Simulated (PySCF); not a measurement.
# SH⁻, PBE: how much the basis matters

PySCF, UKS reference; singlet, unpaired electrons none; De to H + S⁻ without counterpoise correction.

| basis | relativity | functions | Re (Å) | ωe (cm⁻¹) | De (eV) | μ (D) |
| --- | --- | --- | --- | --- | --- | --- |
| aug-pcseg-1 | no relativity | 36 | 1.369 | 2574 | 3.91 | -0.28 |
| aug-cc-pVDZ/aug-cc-pV(D+d)Z | no relativity | 41 | 1.365 | 2575 | 3.95 | -0.36 |
| def2-TZVPPD | no relativity | 68 | 1.356 | 2586 | 3.99 | -0.31 |

Problem. How does each smaller set differ from the one with most functions, def2-TZVPPD?

Solution. aug-pcseg-1: +1.3 pm, -0.5 % in ωe, -0.08 eV in De; aug-cc-pVDZ/aug-cc-pV(D+d)Z: +0.9 pm, -0.4 % in ωe, -0.04 eV in De. All at PBE; the set with most functions is neither the basis-set limit nor always the best.

A positive dipole points towards S; it is taken about the centre of mass and depends on that origin. For an ion De counts to the pair picked by the measured ionisation energies or electron affinities, which need not be the lowest pair at this level. The highest Kohn–Sham level is positive in some of these anions. Much of that is self-interaction error, but it also means that the finite basis helps to hold the extra electron.
